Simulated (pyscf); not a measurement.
One four-centre exchange on the singlet surface with elements of a group swapped. ωB97M-D3(BJ)/def2-TZVP, kcal/mol, from the separated reactants. Optimised with ωB97X-D3(BJ)/def2-SVP in PySCF.

| step | barrier | reaction energy | imaginary mode (i cm⁻¹) |
|---|---|---|---|
| HO–SiH(F)–F + HF → F–SiH(F)–F + H₂O | [?] | [?] | 824 |
| HF + HO–GeH(F)–F → F–GeH(F)–F + H₂O | 8.1 | -5.0 | 702 |
| HCl + HO–GeH(Cl)–Cl → Cl–GeH(Cl)–Cl + H₂O | 12.3 | -6.2 | 520 |
| HCl + HO–SiH(Cl)–Cl → Cl–SiH(Cl)–Cl + H₂O | 21.3 | +4.2 | 509 |
| HCl + HO–SnH(Cl)–Cl → Cl–SnH(Cl)–Cl + H₂O | 1.3 | -13.5 | 650 |

### Question
Complete the blanks.

### Answer

- HO–SiH(F)–F + HF → F–SiH(F)–F + H₂O, barrier: 13.9
- HO–SiH(F)–F + HF → F–SiH(F)–F + H₂O, reaction energy: -8.3

Row 1: On the reactant side the descent ends in a complex, 5.2 kcal/mol under the separated species and 19.4 kcal/mol under the saddle at ωB97X-D3(BJ)/def2-TZVP. Row 2: On the reactant side the descent ends in a complex, 6.5 kcal/mol under the separated species and 14.7 kcal/mol under the saddle at ωB97X-D3(BJ)/def2-TZVP. On the product side the descent ends in a complex, 4.4 kcal/mol under the separated species and 17.2 kcal/mol under the saddle at ωB97X-D3(BJ)/def2-TZVP. Row 3: On the reactant side the descent ends in a complex, 5.0 kcal/mol under the separated species and 15.9 kcal/mol under the saddle at ωB97X-D3(BJ)/def2-TZVP. Row 5: On the reactant side the descent ends in a complex, 6.5 kcal/mol under the separated species and 5.3 kcal/mol under the saddle at ωB97X-D3(BJ)/def2-TZVP. On the product side the descent ends in an adduct with a O–Sn contact (not fully relaxed), 6.3 kcal/mol under the separated species and 20.9 kcal/mol under the saddle at ωB97X-D3(BJ)/def2-TZVP. Each row is the saddle that its search found. Elements up to Kr have no core potential and no relativistic terms here. Elements past Kr carry the def2 core potentials, without spin-orbit coupling.
